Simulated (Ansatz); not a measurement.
A made-up structure of Si$_{2}$HF, singlet:

```json
{"atom": "F1", "x (Å)": "2.1915", "y (Å)": "1.0599", "z (Å)": "-2.4438"}
{"atom": "Si2", "x (Å)": "0.0963", "y (Å)": "0.2098", "z (Å)": "0.5666"}
{"atom": "Si3", "x (Å)": "1.0229", "y (Å)": "0.6131", "z (Å)": "-1.2781"}
{"atom": "H4", "x (Å)": "-0.2478", "y (Å)": "-0.4312", "z (Å)": "-0.9684"}
```

It is relaxed with PBE-D4/def2-SVP and then PBE0-D4/def2-TZVP (Ansatz 0.2.0). Atoms count as bonded within 1.22 times the sum of their covalent radii (H–H: 0.88 Å). The end point is not checked to be a true minimum.

Question: Does its bonding change? (Judge from chemistry; the calculation decides.)

Answer: The calculation gives: No: no bond forms or breaks.

Where it ends: The first stage lowers the energy by 0.41 eV in 7 steps. It ends as Si₂HF ([F][Si]1[H][Si]1):
```csv
atom,x (Å),y (Å),z (Å)
F1,1.9136,0.8848,-2.4949
Si2,-0.0339,0.1656,0.5112
Si3,1.2335,0.7562,-1.0603
H4,-0.0502,-0.3551,-1.0796
```

Labels in which every atom is bracketed show which atoms are joined, not bond orders.

For scale, one of the runs: PBE0-D4/def2-TZVP relaxation, 111 basis functions, launched by `ansatz run in.yaml --threads 2 --pin off --events-out ev --progress --plain --max-ram 4352MiB`. Hardware: 2 CPU threads of an Intel Xeon 6975P-C, shared host. Wall time about 7.5 s.
